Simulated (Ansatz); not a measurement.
The input, for Ansatz 0.2.0:

```yaml
crystal:
  periodic: [false, false, false]
  atoms:
    - {symbol: H, position_ang: [0.000000, 0.000000, -1.224333]}
    - {symbol: H, position_ang: [0.000000, 0.000000, -0.229333]}
    - {symbol: Cl, position_ang: [0.000000, 0.000000, 1.453667]}
basis:
  gaussian: {orbitals: def2-SVP}
magnetization: {spin_polarized: true, initial_magnetization: 1}
correlation: {method: bccd, electrons: all}
```

```sh
$ ansatz run in.yaml --threads 1 --pin off --events-out ev --progress --plain --max-ram 2393MiB
```

Output:

```
264 factors; integrals over basis functions are off by at most 1.4e-3 eV
mean field evaluation 1: about -12527.5171 eV, gradient 8.1e0 eV
mean field evaluation 2: about -12527.5307 eV, gradient 8.1e0 eV
mean field evaluation 4: about -12528.3422 eV, gradient 1.8e0 eV
mean field evaluation 8: about -12528.4168 eV, gradient 1.0e-3 eV
mean field evaluation 16: about -12528.3308 eV, gradient 1.8e0 eV
mean field evaluation 32: about -12527.5623 eV, gradient 7.4e-1 eV
mean field evaluation 64: about -12527.2959 eV, gradient 4.5e0 eV
mean field evaluation 96: about -12527.5188 eV, gradient 1.5e-2 eV
mean field evaluation 128: about -12527.5182 eV, gradient 1.2e-1 eV
mean field -12528.41684819 eV, -460.4108271052 hartree, gradient 1.7e-6 eV, S^2 0.813913; 7 other end points of the search recorded, 0 dependent functions left out
determinant -12528.41684819 eV, -460.4108271052 hartree, with singles and doubles -12533.27551163 eV, -460.5893796931 hartree
determinant -12527.51883981 eV, -460.3778259058 hartree, with singles and doubles -12532.34732081 eV, -460.5552693096 hartree
reference -12528.41684819 eV, -460.4108271052 hartree; 10, 9 occupied and 18, 19 virtual orbitals, 264 factors
second order -4.17803968 eV of doubles, -0.00000000 eV of singles
cycle   1  -4.85555787 eV  change    3.1e-3 eV  update   4.2e-3
cycle   2  -4.85360444 eV  change    2.0e-3 eV  update   1.7e-3
cycle   3  -4.85324612 eV  change    3.6e-4 eV  update   7.2e-4
cycle   4  -4.85370397 eV  change   -4.6e-4 eV  update   2.1e-4
cycle   5  -4.85392561 eV  change   -2.2e-4 eV  update   7.7e-5
cycle   6  -4.85396733 eV  change   -4.2e-5 eV  update   2.3e-5
cycle   7  -4.85397847 eV  change   -1.1e-5 eV  update   5.8e-6
Total energy: -12533.27082666 eV, -460.5892075237 hartree
```

Ran on 1 thread of Intel Xeon 6975P-C, shared host: 0.66 s wall, 0.1 GiB peak host memory.
